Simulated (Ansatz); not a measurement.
**How methods differ on CH2FP (SMILES [H]/P=C/F)**

CH2FP: 5 atoms, total charge 0, spin state singlet. SMILES: `[H]/P=C/F`. The shape is that of a GFN2-xTB optimisation.

```xyz
5

F    -0.4582   -1.5441    0.7059
C    -0.2810   -0.3669    0.0905
P     1.1581    0.4689    0.2459
H    -1.1595   -0.0862   -0.4760
H     0.7407    1.5283   -0.5663
```

Each level gives the vertical energy of the triplet above the singlet (eV). The values are calculated.

| level | kind | program | value (eV) | less FCI/STO-3G | CPU time (all runs) |
| --- | --- | --- | --- | --- | --- |
| revPBE/STO-3G | GGA | Ansatz | 3.27 | +0.12 | 3 s |
| PBE0/STO-3G | global hybrid | Ansatz | 2.92 | -0.23 | 3.2 s |
| CAM-B3LYP/STO-3G | range-separated hybrid | Ansatz | 2.79 | -0.36 | 3.8 s |
| wB97X/STO-3G | range-separated hybrid | Ansatz | 2.78 | -0.37 | 15 s |
| B2PLYP/STO-3G | double hybrid | Ansatz | 2.97 | -0.18 | 3.9 s |
| RPA@PBE/STO-3G | RPA | Ansatz | 3.14 | -0.01 | 3.8 s |
| BCCD(T)/STO-3G | coupled cluster or CI | Ansatz | 3.13 | -0.02 | 0.63 s |
| CCSDT(Q)/STO-3G | coupled cluster or CI | Ansatz | 3.14 | -0.01 | 2.4 s |
| FCI/STO-3G | exact in the basis | Ansatz | 3.15 | 0.00 | 45 s |

FCI/STO-3G is exact within its basis and frozen core, so for wave-function methods in that basis the difference is their error; functionals converge differently with the basis, so for them it is only a difference. The values span 2.78 to 3.27 eV. All rows use very small basis sets, so even the best lies far from the true value. Times are those of the runs behind each value, whatever else they computed, on shared processors of several kinds: orders of magnitude only.
